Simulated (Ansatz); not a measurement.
Reaction: Si2H6 (silylsilane, SMILES [SiH3][SiH3]) → Si2H5 (SMILES [SiH2][SiH3], doublet) + H (doublet) (the H-Si bond breaks)
Each species at its own B3LYP-D3(BJ)/def2-TZVP minimum (Ansatz, a quantum-chemistry and plane-wave program).

Quantity: bond dissociation energy (electronic), in kcal/mol. UHF or UKS for unpaired electrons; spin-orbit terms are left out. CBS(X,Y): correlation extrapolated as X^-3, Hartree-Fock from the larger set (Q,5: extrapolated as (X+1)exp(-9√X)). A bracket is a step between two methods taken in the basis named. Functionals run without relativity, which enters their misses. Double hybrids freeze cores in their MP2 part. '+ core + X2C': CCSD(T) terms for core correlation (cc-pwCVTZ, 1s frozen past Ne) and scalar relativity (cc-pVTZ-DK). Where a partner has so few electrons that a lower coupled-cluster level is exact, that level stands in.

CCSD(T)/CBS(cc-pV(Q+d)Z,cc-pV(5+d)Z) + [CCSDT(Q) - CCSD(T)]/cc-pV(D+d)Z + core + X2C (Ansatz) gives 93.4 kcal/mol.

**Question.** How far off this value is PBE/def2-TZVPD (Ansatz), in which direction, and which of these levels come nearer: r2SCAN/def2-TZVPD, PBE0/def2-TZVPD, B2PLYP/def2-TZVPD, CCSD(T)/CBS(cc-pV(Q+d)Z,cc-pV(5+d)Z) + core + X2C?

**Answer.** PBE gives 87.9 kcal/mol, 5.5 kcal/mol below it. Differences of the others: r2SCAN/def2-TZVPD (Ansatz) -4.7; PBE0/def2-TZVPD (Ansatz) -4.7; B2PLYP/def2-TZVPD (Ansatz) -2.0; CCSD(T)/CBS(cc-pV(Q+d)Z,cc-pV(5+d)Z) + core + X2C (Ansatz) 0.1 kcal/mol. Nearer than PBE: r2SCAN/def2-TZVPD, PBE0/def2-TZVPD, B2PLYP/def2-TZVPD, CCSD(T)/CBS(cc-pV(Q+d)Z,cc-pV(5+d)Z) + core + X2C.
